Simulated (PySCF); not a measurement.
# SiOCl: structure of the doublet

Aim: relax SiOCl as a doublet from a linear start, check by its vibrations whether the end is a minimum, and collect its spectrum and constants.

Program: PySCF 2.14.0. Level of theory: PBE0, basis Si def2-TZVP, O def2-TZVP, Cl def2-TZVP, no relativity, density fitting. These are calculated values, not measurements.

## (1) The system as given

3 atoms, charge 0, spin multiplicity 2.

Bond lengths: Si1–O2 1.640 Å, Si1–Cl3 2.150 Å. Angles: O2–Si1–Cl3 180.0°.

```xyz
3
charge 0 multiplicity 2
Si    0.0000    0.0000    0.0000
O     0.0000    0.0000   -1.6400
Cl    0.0000    0.0000    2.1500
```

## (2) Finding the electronic state

The steps below are one call of a driver around PySCF. For each, scf.py gives the equivalent set-up of the SCF; relaxations use the driver's own optimiser. After this first run the driver tries any further starts and a stability analysis.

scf.py reads:

```python
from pyscf import gto, scf, dft
mol = gto.M(atom='''
Si     0.000000     0.000000     0.000000
O      0.000000     0.000000    -1.640000
Cl     0.000000     0.000000     2.150000''',
    basis={'Si': 'def2-TZVP', 'O': 'def2-TZVP', 'Cl': 'def2-TZVP'},
    charge=0, spin=1)
mf = dft.UKS(mol, xc='PBE0')
mf.grids.atom_grid = (50, 194)
aux = {'Si': 'def2-universal-JKFIT', 'O': 'def2-universal-JKFIT', 'Cl': 'def2-universal-JKFIT'}
mf = mf.density_fit(auxbasis=aux)
mf.conv_tol = 1e-08
mf.diis_space = 10
mf.max_cycle = 60
mf.init_guess = 'minao'
mf.verbose = 4
mf.kernel()
```

The run is started by

```console
$ OMP_NUM_THREADS=4 python axn.py task.json out
```

The runs that follow: Relaxation: linear start, doublet; Frequencies; Leaving the saddle point; Is it a minimum? Harmonic modes.

Q: Predict the outcome of this session. Wanted: minimum; geometry; wavenumbers; dipole moment; highest occupied, lowest empty level; polar-tensor charge of Si1; zero-point energy; atomisation energy; ⟨S²⟩.

**Answer**, as computed:

```
                                          quantity                                        value
                                           minimum                                  doublet, Cs
                                          geometry  Si–Cl 2.047 Å, Si–O 1.521 Å; Cl–Si–O 125.9°
                                wavenumbers (cm⁻¹)                241 (a'), 524 (a'), 1200 (a')
                                     dipole moment                                       2.84 D
highest occupied, lowest empty level (either spin)                              -7.90, -4.35 eV
                        polar-tensor charge of Si1                                      +0.89 e
                                 zero-point energy                                  11.8 kJ/mol
                               entropy at 298.15 K                              277.9 J/(mol K)
         atomisation energy (no zero-point energy)                                   969 kJ/mol
                                              ⟨S²⟩                                        0.756
```

What this shows: From C∞v at the start the molecule goes to a Cs minimum, after a stop at a second-order saddle point 73.5 kJ/mol higher, from which it was pushed off along an imaginary mode. In the infrared the band at 524 cm⁻¹ (a', stretch) leads. Most of the spin sits on Si1 (Mulliken spin 0.65, against 1 for the whole molecule). Only this shape and spin were tried, so other structures or states may lie lower.
